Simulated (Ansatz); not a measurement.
Reaction (formal loss of a carbene): `CCCC(C)=O` → `CCC(C)=O` + `[CH2]` (triplet)

Program: Ansatz. Geometries: PBE0-D4/def2-TZVP. ΔE: electronic, gas phase. CCSD(T)/CBS is the MP2 limit (def2-TZVPP, def2-QZVPP) plus CCSD(T) − MP2 in def2-TZVPP, frozen cores. This one scheme is used for every species. Triplets are unrestricted, without spin–orbit coupling. One conformer a species, not always the lowest.

`CCCC(C)=O`:

Z-matrix (Å, degrees):
```
C
C 1 1.519
H 1 1.094 2 111.7
H 1 1.093 2 110.9 3 119.4
H 1 1.092 2 111.3 3 -120.4
C 2 1.528 1 112.8 3 -60.7
H 2 1.094 1 109.7 3 178.5
H 2 1.095 1 110.1 3 62.4
C 6 1.511 2 113.9 1 61.7
H 6 1.097 2 109.3 1 -178.1
H 6 1.092 2 110.8 1 -59.4
C 9 1.507 6 117.1 2 56.1
O 9 1.207 6 121.6 2 -123.9
H 12 1.088 9 109.7 6 167.7
H 12 1.094 9 109.6 6 -72.9
H 12 1.093 9 111.3 6 45.2
```

`CCC(C)=O`:

Cartesian coordinates in Å:
```
C 1.231 -1.092 0.978
C 0.074 -0.705 0.083
C -0.097 0.787 -0.083
C -1.220 1.234 -0.983
O 0.624 1.578 0.472
H 2.173 -0.709 0.583
H 1.108 -0.672 1.977
H 1.308 -2.177 1.066
H -0.876 -1.103 0.463
H 0.178 -1.140 -0.918
H -2.172 0.824 -0.637
H -1.271 2.321 -1.004
H -1.061 0.854 -1.997
```

`[CH2]` (triplet):

Z-matrix (Å, degrees):
```
C
H 1 1.079
H 1 1.079 2 134.9
```

```csv
species,CCSD(T)/CBS(def2) energy (Eh)
`CCCC(C)=O`,-271.46122
`CCC(C)=O`,-232.20172
`[CH2]` (triplet),-39.09499
```

Q: Work out ΔE.

A: ΔE = (-232.20172) + (-39.09499) − (-271.46122) = 0.16451 Eh = +431.9 kJ/mol.

Largest T1 diagnostic among the species: 0.013.

In def2-TZVPP, CCSD(T) changes the Hartree–Fock value by +140.7 kJ/mol (the triples alone add +11.6 kJ/mol) and MP2 by +154.1 kJ/mol. From PBE to PBE0 (25 % exact exchange), in def2-TZVPP and without D4, ΔE moves by −6.8 kJ/mol.
